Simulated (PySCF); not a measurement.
Q: Write a Z-matrix for `CCCC(=O)Cl` as optimised with PBE0-D3(BJ)/def2-SVP.

A: 
Z-matrix in Å and degrees, rows numbered from 1:
```
C 
C   1  1.5197
C   2  1.5195  1  112.22
C   3  1.4993  2  113.61  1  -180.00
O   4  1.1821  3  127.69  2     0.48
Cl  4  1.7979  3  111.73  2  -179.48
H   1  1.1018  2  111.45  3   -59.89
H   1  1.1018  2  111.48  3    60.12
H   1  1.0999  2  111.20  3  -179.87
H   2  1.1020  1  110.35  3   121.82
H   2  1.1019  1  110.38  3  -121.82
H   3  1.1038  2  111.98  1    58.57
H   3  1.1039  2  111.92  1   -58.71
```

Of the pairs four or more bonds apart, O5···H11 is among the closest relative to their van der Waals radii: 2.80 Å, 103 % of the sum of Bondi's values. The C–C distances run from 1.499 Å (C3–C4, drawn single) to 1.520 Å (C1–C2, drawn single), a spread of 0.021 Å. The 6 heavy atoms lie in one plane (0.003 Å rms).

Method: PBE0-D3(BJ)/def2-SVP geometry optimisation, gas phase (PySCF 2.14.0).

Point group: Cs (every atom within 0.08 Å of its image). No PBE0-D3(BJ)/def2-SVP frequencies stand behind this structure, so it isn't proved a minimum. The numbers are those of one conformer (C1–C2–C3–C4 180°, C2–C3–C4–O5 0°).
